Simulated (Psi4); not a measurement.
# H3O+ (oxonium): HF/STO-3G

Aim: the vertical singlet–triplet gap of H3O+ (oxonium) at HF/STO-3G, from 2 runs. 

The results are computed with Psi4 1.11.

### 1 The system as given

H3O+ has 4 atoms, charge +1, and is taken as a singlet. SMILES: `[OH3+]`. The shape is that of a PBE0-D4/def2-TZVP optimisation.

Bond lengths: O1–H2 0.978 Å, O1–H3 0.978 Å, O1–H4 0.978 Å. Angles: H2–O1–H3 113.0°, H2–O1–H4 113.0°, H3–O1–H4 113.0°.

### 2 Energy and forces at HF/STO-3G

File h3o.dat:

```
memory 2200 MB

molecule mol {
  1 1
  O      0.181970    -0.056700    -0.052760
  H      0.219060     0.918440     0.015140
  H     -0.408890    -0.368290    -0.767380
  H      0.007860    -0.493450     0.805020
  units angstrom
  symmetry c1
  no_reorient
  no_com
}

set globals {
  reference rhf
  puream true
  e_convergence 1e-09
  d_convergence 1e-08
  scf_type pk
}

e, wfn = gradient("scf/STO-3G", return_wfn=True)
oeprop(wfn, "LOWDIN_CHARGES", "DIPOLE", "MAYER_INDICES")
```

Command:

```bash
psi4 h3o.dat h3o.out -n 1
```

h3o.out:

```text
[...]
  Running in c1 symmetry.
[...]
  Nuclear repulsion =   13.956307360664804
[...]
  Multiplicity = 1
[...]
  Nalpha       = 5
  Nbeta        = 5
[...]
    Number of basis functions: 8
[...]
   @RHF iter   1:   -75.31943534738527   -4.55492e-01   1.57254e-02 ADIIS/DIIS
[...]
   @RHF iter   7:   -75.32982658968717   -3.97904e-13   2.29479e-10 DIIS
[...]
    Orbital Energies [Eh]
    ---------------------
    Doubly Occupied:
       1A    -20.858564     2A     -1.786140     3A     -1.104276
       4A     -1.104245     5A     -0.914069
[...]
  @RHF Final Energy:   -75.32982658968717
   => Energetics <=
    Nuclear Repulsion Energy =             13.9563073606648036
    One-Electron Energy =                -127.0376803269669210
    Two-Electron Energy =                  37.7515463766149395
    Total Energy =                        -75.3298265896871726
[...]
  -Total Gradient:
     Atom            X                  Y                   Z
    ------   -----------------  -----------------  -----------------
       1       -0.007397562481     0.002320845689     0.002143327175
       2       -0.002190077904    -0.015769955250    -0.000659089008
       3        0.008269754679     0.005666370451     0.012386220673
       4        0.001317885705     0.007782739110    -0.013870458840
[...]
 Multipole Moments:
 ------------------------------------------------------------------------------------
     Multipole            Electronic (a.u.)      Nuclear  (a.u.)        Total (a.u.)
 ------------------------------------------------------------------------------------
 L = 1.  Multiply by 2.5417464519 to convert [e a0] to [Debye]
 Dipole X            :         -2.7987628            2.4071142           -0.3916486
 Dipole Y            :          0.8721098           -0.7500323            0.1220775
 Dipole Z            :          0.8114160           -0.6978759            0.1135401
 Magnitude           :                                                    0.4256558
[...]
```

Run time: 1.5 s. Hardware: 1 thread of AMD EPYC 7R43 (Zen 3), shared host; peak memory 0.18 GiB.

### 3 The triplet

File calc.dat:

```
memory 2200 MB

molecule {
  1 3
  O      0.181970    -0.056700    -0.052760
  H      0.219060     0.918440     0.015140
  H     -0.408890    -0.368290    -0.767380
  H      0.007860    -0.493450     0.805020
  symmetry c1
  no_reorient
  no_com
}

set globals {
  basis STO-3G
  reference uhf
  puream true
  e_convergence 1e-09
  d_convergence 1e-08
  scf_type pk
  maxiter 100
}

result, w = gradient("hf", return_wfn=True)
oeprop(w, "LOWDIN_CHARGES", "DIPOLE", "MAYER_INDICES")
```

Command:

```bash
psi4 -i calc.dat -o calc.out -n 1
```

calc.out:

```text
[...]
  Running in c1 symmetry.
[...]
  Nuclear repulsion =   13.956307360664804
[...]
  Multiplicity = 3
[...]
  Nalpha       = 6
  Nbeta        = 4
[...]
    Number of basis functions: 8
[...]
   @UHF iter   1:   -74.82467131897268    3.92725e-02   3.03603e-02 ADIIS/DIIS
[...]
   @UHF iter  10:   -74.86092545818109    1.42109e-14   9.69050e-09 DIIS
[...]
   @S^2 Observed:                2.003021808E+00
[...]
    Orbital Energies [Eh]
    ---------------------
    Alpha Occupied:
       1A    -21.092743     2A     -2.001922     3A     -1.245565
       4A     -1.245545     5A     -1.206401     6A     -0.367025
    Alpha Virtual:
       7A      0.116383     8A      0.116400
    Beta Occupied:
       1A    -21.039805     2A     -1.779625     3A     -1.172018
       4A     -1.172005
[...]
  @UHF Final Energy:   -74.86092545818109
   => Energetics <=
    Nuclear Repulsion Energy =             13.9563073606648036
    One-Electron Energy =                -125.3118120103113426
    Two-Electron Energy =                  36.4945791914654478
    Total Energy =                        -74.8609254581810859
  UHF NO Occupations:
  HONO-2 :    4  A 1.9992432
  HONO-1 :    5  A 1.0000000
[...]
  -Total Gradient:
     Atom            X                  Y                   Z
    ------   -----------------  -----------------  -----------------
       1       -0.042468918826     0.013271670284     0.012273102438
       2       -0.054930746240    -0.226599833532    -0.003512045314
       3        0.100168684425     0.091230238519     0.189760480894
       4       -0.002769019359     0.122097924729    -0.198521538019
[...]
 Multipole Moments:
 ------------------------------------------------------------------------------------
     Multipole            Electronic (a.u.)      Nuclear  (a.u.)        Total (a.u.)
 ------------------------------------------------------------------------------------
 L = 1.  Multiply by 2.5417464519 to convert [e a0] to [Debye]
 Dipole X            :         -2.3285107            2.4071142            0.0786035
 Dipole Y            :          0.7253015           -0.7500323           -0.0247308
 Dipole Z            :          0.6753594           -0.6978759           -0.0225165
 Magnitude           :                                                    0.0854232
[...]
```

Wall time 1.6 s (1 thread of AMD EPYC 7R43 (Zen 3), shared host); peak memory 0.18 GiB.

### 4 Results

At HF/STO-3G:

```
                                        quantity         value
                           singlet: total energy  -75.32983 Eh
                            singlet: HOMO energy     -24.87 eV
                            singlet: LUMO energy       2.67 eV
                          singlet: HOMO–LUMO gap      27.54 eV
               singlet: largest force on an atom    0.821 eV/Å
                           triplet: total energy  -74.86093 Eh
     triplet: HOMO energy (highest over α and β)      -9.99 eV
      triplet: LUMO energy (lowest over α and β)      -8.37 eV
                                   triplet: ⟨S²⟩         2.003
               triplet: largest force on an atom   11.991 eV/Å
vertical energy of the triplet above the singlet     12.759 eV
```

**Reading.** At this shape the triplet lies 12.76 eV (294 kcal/mol) above the singlet. The largest force (singlet) is 0.82 eV/Å: the shape isn't a stationary point for this species at this level. In a minimal basis such a difference can be off by several eV, whatever the method.
